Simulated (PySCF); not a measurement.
**How good is the calculation?**

Numbering as in the mapped SMILES `[CH3:1][c:2]1[cH:3][cH:4][cH:5][s:6]1`. Hydrogens are named by the atom that carries them.

One computed conformer, relativity neglected, averaged over atoms made equivalent by symmetry, fast rotation or ring inversion, no solvent. Shieldings: GIAO PBE0/pcSseg-1; coordinates at the PBE0-D3(BJ)/def2-SVP level; PySCF 2.14.

Reference values: measured (liquid, neat; H. L. Retcofsky, R. A. Friedel, J. Am. Chem. Soc. 94 (1972) 6579).
```json
{"atoms": "S6", "quantity": "δ 33S vs CS2", "reference": "178.0", "computed": "226.6"}
```

Reference values: estimated from measurements, as parent shift plus tabulated substituent increment (solution, not stated per compound (mostly CDCl3 or CCl4); Pretsch, Buehlmann, Badertscher, Structure Determination of Organic Compounds, 4th ed. (2009)).
| atoms | quantity | reference | computed | computed, scaled |
| --- | --- | --- | --- | --- |
| H(C5) | δ 1H | 7.07 | 6.98 | 6.83 |
| H(C4) | δ 1H | 6.89 | 6.90 | 6.76 |
| H(C3) | δ 1H | 6.75 | 6.81 | 6.67 |

Computed shifts are σ(ref) − σ with the named reference compound (TMS for H and C) calculated as an isolated molecule at the same level. The measured values may be among those fitted. Shieldings were converted by linear fits to measured shifts (mostly CDCl3, TMS scale, for H and C): 1H (scatter 0.21 ppm rms). Occasional misses reach two or three times the rms, and more in compound classes unlike the fitted ones.

How far are the unscaled 1H shifts from the references?

Answers

Mean signed difference -0.01 ppm, mean absolute 0.05 ppm over 3 comparisons; the largest is -0.09 ppm at H(C5) (hydrogen on an aromatic CH next to the ring sulfur).
